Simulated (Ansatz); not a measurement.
Worked example: PH2, doublet against PH2⁻, singlet

Geometry (PBE0/def2-TZVPD stationary point of a singlet), kept for both states (PH2⁻, singlet: A1; PH2, doublet: B1):

```yaml
atoms:
  - { symbol: P, position_ang: [0.0000, -0.0612, 0.0000] }
  - { symbol: H, position_ang: [0.0000, 0.9398, -1.0301] }
  - { symbol: H, position_ang: [0.0000, 0.9398, 1.0301] }
```

Basis aug-cc-pVTZ; Ansatz 0.2.0. Correlated methods freeze the noble-gas cores. R marks a restricted (for open shells ROHF) determinant, U an unrestricted one.

Full CI isn't at hand for all of this; UCCSDT(Q) serves as the reference, and is uncertain by the last step of the cluster series or more.

The highest occupied Kohn–Sham level of the anion is positive, up to +1.55 eV, so in those functionals the extra electron is held by the basis alone, which enters their differences from the reference.

```
    level  E(PH2⁻, singlet) (hartree)  E(PH2, doublet) (hartree)
      UHF                 -341.889375                -341.887086
     UMP2                 -342.071266                -342.027091
 UCCSD(T)                 -342.103482                -342.059784
      PBE                 -342.398226                -342.352679
    B3LYP                 -342.587868                -342.541782
UCCSDT(Q)                 -342.104846                -342.060958
```

**Question.** Give the vertical gap, PH2 doublet less PH2⁻ singlet, at each level in eV (1 hartree = 27.2114 eV), and each error against UCCSDT(Q).

**Answer.** UCCSDT(Q): (-342.060958 − (-342.104846)) × 27.2114 = 1.194 eV (the reference)
B3LYP: (-342.541782 − (-342.587868)) × 27.2114 = 1.254 eV, error 0.060 eV
PBE: (-342.352679 − (-342.398226)) × 27.2114 = 1.239 eV, error 0.045 eV
UCCSD(T): (-342.059784 − (-342.103482)) × 27.2114 = 1.189 eV, error -0.005 eV
UMP2: (-342.027091 − (-342.071266)) × 27.2114 = 1.202 eV, error 0.008 eV
UHF: (-341.887086 − (-341.889375)) × 27.2114 = 0.062 eV, error -1.132 eV

Total energies of functionals can't be set beside those of wave-function methods, since they hold the core's correlation and their own absolute errors; only the differences compare.

The reference still carries a basis error, for a change of charge of the order of 0.1 eV, so smaller errors of functionals can't be ranked.

Each level lands on the state that its own search finds. T1 diagnostics of restricted CCSD: 0.013 and 0.020.
